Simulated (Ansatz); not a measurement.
Total energies of `OC1(O)SS1`.

Cartesian coordinates in Å:
```
O 0.0158 0.7743 0.9498
C -0.1049 -0.0521 -0.1312
O -0.9787 -1.0433 0.1519
S -0.2193 0.6268 -1.7840
S 1.4333 -0.4435 -1.0531
H 0.7319 1.3961 0.7791
H -0.8782 -1.2583 1.0875
```

The species carries charge 0 and has multiplicity 1. The geometry is a stationary point of PBE0-D4/def2-TZVP. It is one conformer, not always the lowest. Basis def2-TZVPP, Ansatz.

RPA on PBE orbitals: Hartree–Fock energy of these orbitals -983.82104 Eh, correlation -1.52842 Eh (frozen core).

```
             functional  energy without D4 (Eh)  D4 term (kJ/mol)
            LDA (SPW92)              -982.09196                 –
                    PBE              -985.69279             -19.0
                 revPBE              -986.02724             -60.2
                   BLYP              -986.18721             -43.2
                 r2SCAN              -986.07980              -4.2
                 B97M-V              -985.97583                 –
                   PBE0              -985.74831             -15.8
                  B3LYP              -986.25179             -31.2
                r2SCANh              -986.06261              -4.5
                r2SCAN0              -986.03823              -5.0
HSE06 (plane-wave form)              -985.72562             -14.7
                  BHLYP              -986.11143             -23.8
              CAM-B3LYP              -986.17313             -16.0
                LC-ωPBE              -985.87606                 –
                ωB97X-V              -986.03828                 –
                ωB97M-V              -986.13224                 –
                 B2PLYP              -985.84178                 –
               PBE-QIDH              -985.54564                 –
```

B3LYP takes the VWN-RPA correlation (the form of Gaussian; ORCA's B3LYP/G). HSE06 is the plane-wave form, built on full-range PBE exchange. The double hybrids freeze the cores in their second-order part.

LC-ωPBE has ω = 0.4 bohr⁻¹.
